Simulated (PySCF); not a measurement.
PySCF input (PBE/def2-TZVPPD):

```python
import numpy as np, basis_set_exchange as bse
from pyscf import gto, scf, dft, df

basis = {'H': gto.basis.parse(bse.get_basis('def2-TZVPPD', elements=['H'], fmt='nwchem')), 'P': gto.basis.parse(bse.get_basis('def2-TZVPPD', elements=['P'], fmt='nwchem'))}
mol = gto.M(
    atom='''
    P     0.00056199    0.07657355    0.08927023
    H     1.02683735   -0.58960829   -0.66288796
    H    -1.03526727   -0.55899489   -0.67616545
    ''',
    basis=basis,
    charge=-1,
    verbose=4,
    max_memory=2160,
)
mf = dft.RKS(mol, xc='pbe')
mf.grids.level = 3
mf = mf.density_fit(auxbasis=df.autoaux(mol))
mf.conv_tol = 1e-9
mf.max_cycle = 100
print('smallest overlap eigenvalue', np.linalg.eigvalsh(mol.intor('int1e_ovlp'))[0])
mf.kernel()
dip = mf.dip_moment()
```

Output:

```
PySCF version 2.14.0

[INPUT] verbose = 4
[INPUT] num. atoms = 3
[INPUT] num. electrons = 18
[INPUT] charge = -1
[INPUT] spin (= nelec alpha-beta = 2S) = 0
[INPUT] symmetry False subgroup None
[INPUT] Mole.unit = angstrom
[INPUT] Symbol           X                Y                Z      unit          X                Y                Z       unit  Magmom
[INPUT]  1 P      0.000561990000   0.076573550000   0.089270230000 AA    0.001062007185   0.144703037886   0.168696285777 Bohr   0.0
[INPUT]  2 H      1.026837350000  -0.589608290000  -0.662887960000 AA    1.940441365974  -1.114198188873  -1.252676695672 Bohr   0.0
[INPUT]  3 H     -1.035267270000  -0.558994890000  -0.676165450000 AA   -1.956371606026  -1.056347247131  -1.277767515393 Bohr   0.0

nuclear repulsion = 11.3099840652111
number of shells = 30
number of NR pGTOs = 107
number of NR cGTOs = 82
basis = {'H': [[0, [34.061341, 0.0060251978], [5.1235746, 0.045021094], [1.1646626, 0.20189726]], [0, [0.32723041, 1.0]], [0, [0.10307241, 1.0]], [1, [1.407, 1.0]], [1, [0.388, 1.0]], [1, [0.095774129632, 1.0]], [2, [1.057, 1.0]]], 'P': [[0, [52426.999233, 0.000552071641], [7863.2660552, 0.0042678595308], [1789.5227333, 0.021931529186], [506.27300165, 0.085667168373], [164.60698546, 0.24840686605], [58.391918722, 0.46336753971], [21.643663201, 0.35350558156]], [0, [99.01383762, 0.021895679958], [30.550439817, 0.095650470295], [5.4537087661, -0.29454270186]], [0, [2.6503362563, 1.32943812], [1.2726688867, 0.66109396473]], [0, [0.31645005203, 1.0]], [0, [0.11417466938, 1.0]], [0, [0.048831315225, 1.0]], [1, [472.27219248, 0.0025710623052], [111.58882756, 0.020250297999], [35.445936418, 0.091580716787], [12.990776875, 0.25749454014], [5.0486221658, 0.42862899758]], [1, [1.9934049566, 0.34359817849]], [1, [0.6652728443, 1.0]], [1, [0.25516832128, 1.0]], [1, [0.090357762251, 1.0]], [2, [3.12, 1.0]], [2, [0.648, 1.0]], [2, [0.218, 1.0]], [2, [0.073569545334, 1.0]], [3, [0.452, 1.0]]]}
ecp = {}
ETB for H: l = 0, exps = 0.191548259264 * 1.8^n , n = 0..10
ETB for H: l = 1, exps = 0.191548259264 * 2^n , n = 0..4
ETB for H: l = 2, exps = 0.191548259264 * 2.2^n , n = 0..4
ETB for H: l = 3, exps = 1.152774129632 * 2.2^n , n = 0..1
ETB for P: l = 0, exps = 0.09766263045 * 1.8^n , n = 0..18
ETB for P: l = 1, exps = 0.139189077476 * 1.8^n , n = 0..14
ETB for P: l = 2, exps = 0.12240086055899999 * 1.8^n , n = 0..14
ETB for P: l = 3, exps = 0.147139090668 * 2.2^n , n = 0..8
ETB for P: l = 4, exps = 0.147139090668 * 2.2^n , n = 0..6
smallest overlap eigenvalue 0.0009277894720591171

******** <class 'pyscf.df.df_jk.DFRKS'> ********
method = DFRKS
initial guess = minao
damping factor = 0
level_shift factor = 0
DIIS = <class 'pyscf.scf.diis.CDIIS'>
diis_start_cycle = 1
diis_space = 8
diis_damp = 0
SCF conv_tol = 1e-09
SCF conv_tol_grad = None
SCF max_cycles = 100
direct_scf = False
XC library pyscf.dft.libxc version 7.1.2
    S. Lehtola, C. Steigemann, M. J. T. Oliveira, and M. A. L. Marques,  SoftwareX 7, 1–5 (2018)
XC functionals = pbe
    J. P. Perdew, K. Burke, and M. Ernzerhof,  Phys. Rev. Lett. 77, 3865 (1996)
    J. P. Perdew, K. Burke, and M. Ernzerhof,  Phys. Rev. Lett. 78, 1396 (1997)
    J. P. Perdew, K. Burke, and M. Ernzerhof,  Phys. Rev. Lett. 77, 3865 (1996)
    J. P. Perdew, K. Burke, and M. Ernzerhof,  Phys. Rev. Lett. 78, 1396 (1997)
radial grids:
    Treutler-Ahlrichs [JCP 102, 346 (1995); DOI:10.1063/1.469408] (M4) radial grids

becke partition: Becke, JCP 88, 2547 (1988); DOI:10.1063/1.454033
pruning grids: <function nwchem_prune>
grids dens level: 3
symmetrized grids: False
atomic radii adjust function: <function treutler_atomic_radii_adjust>
small_rho_cutoff = 0
Set gradient conv threshold to 3.16228e-05
Initial guess from minao.
tot grids = 38800
init E= -342.210097182511
  HOMO = -0.210955445145428  LUMO = -0.0319553729053072  gap/eV = 4.87084
cycle= 1 E= -342.324409044985  delta_E= -0.114  |g|= 0.349  |ddm|= 1.18
  HOMO = 0.1700365430906  LUMO = 0.192109971275441  gap/eV = 0.60065
cycle= 2 E= -342.272496818388  delta_E= 0.0519  |g|= 0.542  |ddm|= 1.55
  HOMO = 0.0892821975853089  LUMO = 0.171464204140419  gap/eV = 2.23629
cycle= 3 E= -342.384805386135  delta_E= -0.112  |g|= 0.0494  |ddm|= 0.817
  HOMO = 0.0825543463843239  LUMO = 0.167616353903492  gap/eV = 2.31466
cycle= 4 E= -342.385318783938  delta_E= -0.000513  |g|= 0.0248  |ddm|= 0.0625
  HOMO = 0.0820999585588318  LUMO = 0.167731515057598  gap/eV = 2.33015
cycle= 5 E= -342.385543841851  delta_E= -0.000225  |g|= 0.00189  |ddm|= 0.0217
  HOMO = 0.0818349454044416  LUMO = 0.167479535621238  gap/eV = 2.33051
cycle= 6 E= -342.385544922518  delta_E= -1.08e-06  |g|= 0.000144  |ddm|= 0.00245
  HOMO = 0.0818081297127176  LUMO = 0.167466914449626  gap/eV = 2.33089
cycle= 7 E= -342.38554493072  delta_E= -8.2e-09  |g|= 1.63e-05  |ddm|= 0.000199
  HOMO = 0.0818056836859817  LUMO = 0.16746584444018  gap/eV = 2.33093
cycle= 8 E= -342.385544930815  delta_E= -9.5e-11  |g|= 4.93e-06  |ddm|= 2.54e-05
  HOMO = 0.0818055258550938  LUMO = 0.167466119159837  gap/eV = 2.33094
Extra cycle  E= -342.385544930803  delta_E= 1.17e-11  |g|= 7.58e-06  |ddm|= 1.26e-05
converged SCF energy = -342.385544930803

WARN: System has nonzero charge -1; the dipole moment is origin-dependent.
Location of origin: [0. 0. 0.]

Dipole moment(X, Y, Z, Debye): -0.00141, -0.19233, -0.22422
```
